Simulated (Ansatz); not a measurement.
## Molecular dynamics of AlH$_{3}$

input.yaml

```yaml
crystal:
  periodic: [false, false, false]
  atoms:
    - { symbol: Al, position_ang: [-0.270705, -1.0e-06, 0.615654] }
    - { symbol: H, position_ang: [1.165394, 5.1e-05, 1.271975] }
    - { symbol: H, position_ang: [1.377973, 7.0e-06, -0.091626] }
    - { symbol: H, position_ang: [-0.703461, -5.7e-05, -0.889902] }
basis:
  gaussian: { orbitals: "6-31G*" }
hamiltonian:
  xc: { name: BHLYP }
md:
  timestep: 0.5
  n_steps: 200
  ensemble: nve
  temperature: 100.0
  initial_velocities: maxwell_boltzmann
  seed: 8715
```

Command:

```bash
$ ansatz run input.yaml --threads 1 --pin off --max-ram 2048MiB --backend cpu --events-out ev --progress --plain --runs-dir out
```

It starts at the highest image of a converged band. Of that band: Neighbouring images differ by up to 1.5 eV, so the band resolves the path poorly. A vibrational analysis at the climbing image gives one clearly imaginary mode, 1401i cm⁻¹: a first-order saddle point.

Output, in part (one step line in 7, the closing report, with atoms numbered from 0):

```
md step     0: t =     0.00 fs  T =   100.0 K  F+E_penalty+E_count = -6641.22242012 eV  E_kin = 0.025852 eV  conserved = -6641.19656812 eV  (21 SCF iters)
md step     7: t =     3.50 fs  T =    78.2 K  F+E_penalty+E_count = -6641.21669975 eV  E_kin = 0.020222 eV  conserved = -6641.19647731 eV  (20 SCF iters)
md step    14: t =     7.00 fs  T =   257.3 K  F+E_penalty+E_count = -6641.26273454 eV  E_kin = 0.066509 eV  conserved = -6641.19622593 eV  (22 SCF iters)
md step    21: t =    10.50 fs  T =  1757.2 K  F+E_penalty+E_count = -6641.64924441 eV  E_kin = 0.454272 eV  conserved = -6641.19497241 eV  (21 SCF iters)
md step    28: t =    14.00 fs  T =  2318.3 K  F+E_penalty+E_count = -6641.78194364 eV  E_kin = 0.599336 eV  conserved = -6641.18260775 eV  (19 SCF iters)
md step    35: t =    17.50 fs  T =  3928.6 K  F+E_penalty+E_count = -6642.21051001 eV  E_kin = 1.015624 eV  conserved = -6641.19488614 eV  (20 SCF iters)
md step    42: t =    21.00 fs  T =  6514.5 K  F+E_penalty+E_count = -6642.90179223 eV  E_kin = 1.684132 eV  conserved = -6641.21766009 eV  (19 SCF iters)
md step    49: t =    24.50 fs  T =  6088.7 K  F+E_penalty+E_count = -6642.77660292 eV  E_kin = 1.574040 eV  conserved = -6641.20256332 eV  (20 SCF iters)
md step    56: t =    28.00 fs  T =  5876.5 K  F+E_penalty+E_count = -6642.71901887 eV  E_kin = 1.519189 eV  conserved = -6641.19982954 eV  (20 SCF iters)
md step    63: t =    31.50 fs  T =  6633.6 K  F+E_penalty+E_count = -6642.93678923 eV  E_kin = 1.714925 eV  conserved = -6641.22186471 eV  (19 SCF iters)
md step    70: t =    35.00 fs  T =  4637.4 K  F+E_penalty+E_count = -6642.39248541 eV  E_kin = 1.198848 eV  conserved = -6641.19363733 eV  (20 SCF iters)
md step    77: t =    38.50 fs  T =  4975.3 K  F+E_penalty+E_count = -6642.48313161 eV  E_kin = 1.286211 eV  conserved = -6641.19692039 eV  (20 SCF iters)
md step    84: t =    42.00 fs  T =  4104.0 K  F+E_penalty+E_count = -6642.25325032 eV  E_kin = 1.060964 eV  conserved = -6641.19228585 eV  (18 SCF iters)
md step    91: t =    45.50 fs  T =  4684.4 K  F+E_penalty+E_count = -6642.39721549 eV  E_kin = 1.211019 eV  conserved = -6641.18619611 eV  (19 SCF iters)
md step    98: t =    49.00 fs  T =  4652.2 K  F+E_penalty+E_count = -6642.39606908 eV  E_kin = 1.202694 eV  conserved = -6641.19337499 eV  (20 SCF iters)
md step   105: t =    52.50 fs  T =  6661.8 K  F+E_penalty+E_count = -6642.94486878 eV  E_kin = 1.722217 eV  conserved = -6641.22265206 eV  (18 SCF iters)
md step   112: t =    56.00 fs  T =  5800.6 K  F+E_penalty+E_count = -6642.69813743 eV  E_kin = 1.499583 eV  conserved = -6641.19855462 eV  (19 SCF iters)
md step   119: t =    59.50 fs  T =  6518.9 K  F+E_penalty+E_count = -6642.89161752 eV  E_kin = 1.685266 eV  conserved = -6641.20635190 eV  (19 SCF iters)
md step   126: t =    63.00 fs  T =  6747.6 K  F+E_penalty+E_count = -6642.95773166 eV  E_kin = 1.744379 eV  conserved = -6641.21335289 eV  (18 SCF iters)
md step   133: t =    66.50 fs  T =  5255.9 K  F+E_penalty+E_count = -6642.55444577 eV  E_kin = 1.358750 eV  conserved = -6641.19569529 eV  (20 SCF iters)
md step   140: t =    70.00 fs  T =  6086.3 K  F+E_penalty+E_count = -6642.79210784 eV  E_kin = 1.573443 eV  conserved = -6641.21866510 eV  (19 SCF iters)
md step   147: t =    73.50 fs  T =  4332.1 K  F+E_penalty+E_count = -6642.31250542 eV  E_kin = 1.119941 eV  conserved = -6641.19256444 eV  (18 SCF iters)
md step   154: t =    77.00 fs  T =  4423.3 K  F+E_penalty+E_count = -6642.31528611 eV  E_kin = 1.143508 eV  conserved = -6641.17177810 eV  (20 SCF iters)
md step   161: t =    80.50 fs  T =  4261.1 K  F+E_penalty+E_count = -6642.29413664 eV  E_kin = 1.101587 eV  conserved = -6641.19254932 eV  (20 SCF iters)
md step   168: t =    84.00 fs  T =  5891.8 K  F+E_penalty+E_count = -6642.74035017 eV  E_kin = 1.523143 eV  conserved = -6641.21720717 eV  (18 SCF iters)
md step   175: t =    87.50 fs  T =  5229.4 K  F+E_penalty+E_count = -6642.54737861 eV  E_kin = 1.351899 eV  conserved = -6641.19547942 eV  (21 SCF iters)
md step   182: t =    91.00 fs  T =  6857.8 K  F+E_penalty+E_count = -6642.98715966 eV  E_kin = 1.772887 eV  conserved = -6641.21427277 eV  (19 SCF iters)
md step   189: t =    94.50 fs  T =  6495.7 K  F+E_penalty+E_count = -6642.88483782 eV  E_kin = 1.679266 eV  conserved = -6641.20557220 eV  (19 SCF iters)
md step   196: t =    98.00 fs  T =  5840.8 K  F+E_penalty+E_count = -6642.70894594 eV  E_kin = 1.509953 eV  conserved = -6641.19899290 eV  (21 SCF iters)
md step   200: t =   100.00 fs  T =  4769.5 K  F+E_penalty+E_count = -6642.42127178 eV  E_kin = 1.233021 eV  conserved = -6641.18825089 eV  (19 SCF iters)
Total energy: -6642.42144876 eV, -244.1044858469 hartree
Atom 0 at    -0.851980     0.003147     0.700702 Å, force     0.314139     0.010745     0.556984 eV/Å
Atom 1 at     8.653041    -0.090707    -2.384424 Å, force    -1.526679    -1.018702    -9.076516 eV/Å
Atom 2 at     8.750452    -0.025708    -1.805294 Å, force     1.526663     1.018702     9.076520 eV/Å
Atom 3 at    -0.004368     0.032147     2.203642 Å, force    -0.314122    -0.010745    -0.556988 eV/Å
Dipole moment:    -0.002474    -0.000082    -0.004449 e Å
```

The run went to its last step. The conserved energy wandered by up to 6.7 meV per atom (net 2.1 meV per atom), which is poor conservation. The system heated up, since it started high on the potential surface and ran downhill. A run of 0.1 ps of so small a system gives no equilibrium averages. The orbitals stay closed-shell, which can raise the energy where a bond breaks towards radicals; this wasn't checked here.

The step under study would form H2–H3 and break Al1–H2, Al1–H3. These pairs go: H2–H3 1.38 → 0.59 Å, Al1–H2 1.58 → 9.99 Å, Al1–H3 1.79 → 9.92 Å. In the last frame they stand as after the step (other bonds may differ from the relaxed reactants and products). These pairs come and go: their bonding changes 25 times, last at 98 of 100 fs, so the outcome isn't settled. It ends as AlH + H2. Pairs count as bonded within 1.25 times the sum of covalent radii (0.12 Å more for H–H).

Last frame:

```xyz
4
Properties=species:S:1:pos:R:3
Al -0.852 0.003 0.701
H 8.653 -0.091 -2.384
H 8.751 -0.026 -1.805
H -0.004 0.032 2.204
```

Time of the run: 91 s on 1 thread of Intel(R) Xeon(R) Platinum 8375C CPU @ 2.90GHz (Ice Lake) (shared host), peak memory 0.093 GiB.
